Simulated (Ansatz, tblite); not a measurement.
# The cluster PdSe₂−: rung by rung

One table from this session's results is given with a row withheld; the runs are named, their logs left out.

Program: Ansatz 0.2.0, Gaussian basis. Level of theory: as each input shows. These are calculated values, not measurements.

Plan: GFN1-xTB, GFN2-xTB, PBE-D4/def2-TZVPD, r2SCAN-D4/def2-TZVPD, r2SCANh-D4/def2-TZVPD, PBE-QIDH/def2-TZVPD, BLYP-D4/def2-TZVPD, CAM-B3LYP-D4/def2-TZVPD, BHLYP-D4/def2-TZVPD, PBE-D4/def2-SVPD, PBE0-D4/def2-SVPD, CCSD(T)/def2-SVPD, MP2/def2-TZVPD, RPA/def2-TZVPD.

2 further runs of the same task are left out: 2 set aside as unsound or not needed. Runs told in other sessions of the task aren't counted.

## The relaxed structure

The doublet was relaxed beforehand with PBE0-D4/def2-TZVPD. At that level it is the lowest of the isomers that a small search found.

3 atoms, charge -1, spin multiplicity 2.

Bond lengths: Pd1–Se2 2.425 Å, Pd1–Se3 2.425 Å, Se2–Se3 2.414 Å. Angles: Se2–Pd1–Se3 59.7°, Pd1–Se2–Se3 60.2°, Pd1–Se3–Se2 60.2°.

Pd takes a core potential in the def2 sets. No spin-orbit coupling is included. The ion is computed in the gas phase, without counter-ions or solvent.

PBE0-D4/def2-TZVPD was run before; its log isn't repeated, and its numbers join the tables.

Set-up of the first run:

Tight binding, by tblite at 300 K electronic temperature and without a spin-polarisation term:

```python
tblite.interface.Calculator('GFN1-xTB', numbers, positions, charge=-1, uhf=1).singlepoint()
```

Tight binding, by tblite at 300 K electronic temperature and without a spin-polarisation term:

```python
tblite.interface.Calculator('GFN2-xTB', numbers, positions, charge=-1, uhf=1).singlepoint()
```

start.molden holds the orbitals of an earlier run on this state, given as this run's starting guess.

Input file in.yaml:

```yaml
crystal:
  periodic: [false, false, false]
  atoms:
    - {symbol: Pd, position_ang: [-1.051982, -0.910657, 0.177326]}
    - {symbol: Se, position_ang: [0.541352, 0.668841, 1.098959]}
    - {symbol: Se, position_ang: [0.510640, 0.241816, -1.276286]}
basis:
  gaussian: {orbitals: def2-TZVPD, initial_orbitals: start.molden}
total_charge: -1
magnetization: {spin_polarized: true, initial_magnetization: 1}
hamiltonian: {xc: pbe, dispersion: d4}
scf: {omitted_lower_state_checks: [starts]}
output: {orbitals: {seedname: orbitals}}
```

Launch:

```
> ansatz run in.yaml --threads 4 --pin off --events-out ev --progress --plain --max-ram 3916MiB
```

Among the steps run: PBE-D4/def2-TZVPD; r2SCAN-D4/def2-TZVPD; r2SCANh-D4/def2-TZVPD; PBE-QIDH/def2-TZVPD; BLYP-D4/def2-TZVPD; CAM-B3LYP-D4/def2-TZVPD; BHLYP-D4/def2-TZVPD; PBE-D4/def2-SVPD; PBE0-D4/def2-SVPD; CCSD(T)/def2-SVPD; MP2/def2-TZVPD; RPA/def2-TZVPD.

One of the session's tables, all rows but one given; the rest of the session is left out.

It belongs to the step «Levels side by side». 

| level | LUMO (eV) | gap (eV) |
| --- | --- | --- |
| PBE-D4/def2-SVPD | 1.00 | 0.20 |
| PBE-D4/def2-TZVPD | 1.02 | 0.24 |
| BLYP-D4/def2-TZVPD | 1.09 | 0.20 |
| r2SCAN-D4/def2-TZVPD | 1.21 | 0.53 |
| r2SCANh-D4/def2-TZVPD | 1.53 | 1.23 |
| PBE0-D4/def2-SVPD | 1.86 | 2.02 |
| PBE0-D4/def2-TZVPD | 1.89 | 2.06 |
| BHLYP-D4/def2-TZVPD | 2.63 | 3.64 |
| CAM-B3LYP-D4/def2-TZVPD | ? | ? |

Estimate the missing values for CAM-B3LYP-D4/def2-TZVPD.

**Answer.** LUMO (eV): 2.75; gap (eV): 4.12. In the column «LUMO (eV)» it is the highest.
